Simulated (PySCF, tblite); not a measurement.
Compound: acetylene, C2H2.
SMILES: `C#C`

Method used: PBE0/pcSseg-1 in PySCF (dipole) on a GFN2-xTB geometry, gas phase.

Masses are those of the commonest isotopes; rigid-rotor values at the optimised geometry. 

Question: What are the moment of inertia and the rotational constant?

Answer: I = 14.017 u·Å², B = 505379 MHz·u·Å²/I = 36056 MHz (1.2027 cm⁻¹, or 1.730 K as hB/k).

Question: List the first levels of a rigid rotor in a Σ state.

Answer: E(J) = BJ(J+1): J = 1: 2.405, J = 2: 7.216, J = 3: 14.432, J = 4: 24.054, J = 5: 36.080, J = 6: 50.513 cm⁻¹.

Question: Has it a pure rotational spectrum?

Answer: Not by electric dipole: D∞h allows no dipole (computed 0.00 D). Rotational Raman lines (ΔJ = 2) lie at B(4J + 6), spaced by 4B = 4.811 cm⁻¹, with nuclear-spin weights that differ between even and odd J.

Question: Estimate the classical rotational partition function at 50 K, 298.15 K and 500 K.

Answer: Point group D∞h, symmetry number σ = 2; q = kT/(σhB), k/h = 20836.6 MHz/K: 14.4 at 50 K, 86.2 at 298.15 K, 144 at 500 K.

Its GFN2-xTB frequencies are all real (lowest 492 cm⁻¹). Zero-point vibration and centrifugal distortion are left out.
